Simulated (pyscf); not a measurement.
Multi-bond step: H₃C–CH₂–O–Si(OH)(OH)–OH + methanol (H₃C–OH) → ethylene (H₂C=CH₂) + orthosilicic acid (HO–Si(OH)(OH)–OH) + methanol (H₃C–OH)

Gas phase, singlet surface, charge 0. Bonds broken: C1–H8, C2–O3, O17–H21. Bonds formed: O3–H21, H8–O17. Structures and frequencies: ωB97X-D3(BJ)/def2-SVP in PySCF.

Transition state (Å):

```xyz
21

C      0.7521    -0.0336    -1.4943
C      1.3483    -0.6023    -0.3603
O      0.1237    -0.4575     1.2128
Si     0.7384     0.1283     2.5958
O      0.5424    -0.9262     3.8687
O      0.0139     1.5990     2.8856
O      2.3807     0.4016     2.5308
H     -0.5072     0.3023    -0.9648
H      0.4198    -0.7204    -2.2822
H      1.1451     0.9313    -1.8382
H      1.3451    -1.6867    -0.2306
H      2.1290    -0.0766     0.1948
H     -0.2168    -1.5119     3.7832
H      0.3752     2.0917     3.6295
H      2.9062    -0.2919     2.9431
C     -1.6168     1.9124    -0.0360
O     -1.4754     0.5119    -0.2697
H     -1.1059     2.2023     0.8950
H     -1.1826     2.4719    -0.8811
H     -2.6859     2.1627     0.0381
H     -0.9337     0.0606     0.5466
```

One imaginary mode, 1458i cm⁻¹; descent along it reached the two sides named, in the forms told below.

| bond | change | reactant side (Å) | saddle | product side |
|---|---|---|---|---|
| C1–H8 | breaks | 1.100 | 1.407 | 2.561 |
| C2–O3 | breaks | 1.429 | 1.999 | 3.3 |
| O17–H21 | breaks | 0.970 | 1.079 | 1.763 |
| O3–H21 | forms | 1.911 | 1.353 | 0.983 |
| H8–O17 | forms | 2.483 | 1.210 | 0.968 |

Electronic energies relative to the separated reactants (kcal/mol):

```json
[
 {"level": "ωB97X-D3(BJ)/def2-TZVP", "barrier": "51.4", "reaction energy": "+20.1", "reverse barrier": "31.4"},
 {"level": "PBE/def2-TZVP", "barrier": "38.5", "reaction energy": "+15.9", "reverse barrier": "22.5"},
 {"level": "r²SCAN/def2-TZVP", "barrier": "41.5", "reaction energy": "+17.9", "reverse barrier": "23.6"},
 {"level": "B3LYP-D3(BJ)/def2-TZVP", "barrier": "43.4", "reaction energy": "+16.3", "reverse barrier": "27.1"},
 {"level": "PBE0-D3(BJ)/def2-TZVP", "barrier": "45.6", "reaction energy": "+20.3", "reverse barrier": "25.3"},
 {"level": "M06-2X/def2-TZVP", "barrier": "50.4", "reaction energy": "+18.3", "reverse barrier": "32.2"},
 {"level": "ωB97M-D3(BJ)/def2-TZVP", "barrier": "48.6", "reaction energy": "+16.7", "reverse barrier": "31.9"},
 {"level": "HF/def2-TZVP", "barrier": "77.6", "reaction energy": "+12.0", "reverse barrier": "65.6"}
]
```

With ωB97M-D3(BJ)/def2-TZVP energies and thermal terms (ideal gas, 1 atm, RRHO with modes under 100 cm⁻¹ raised to 100, one conformer, R ln 2 for chiral ones without a mode under 150 cm⁻¹), in kcal/mol:

```tsv
T (K)	ΔH‡	ΔG‡	ΔH	ΔG
298	44.5	56.6	+13.5	+2.4
600	45.3	68.5	+13.5	-8.9
900	46.4	79.8	+12.9	-20.0
1200	47.5	90.8	+12.0	-30.8
```

On the reactant side the descent ends in a complex (not fully relaxed), 4.9 kcal/mol under the separated species and 56.3 kcal/mol under the saddle at ωB97X-D3(BJ)/def2-TZVP. On the product side the descent ends in a bound adduct (not fully relaxed), 13.7 kcal/mol under the separated species and 45.1 kcal/mol under the saddle at ωB97X-D3(BJ)/def2-TZVP. This is the saddle that the search found; another between the same sides may lie lower.
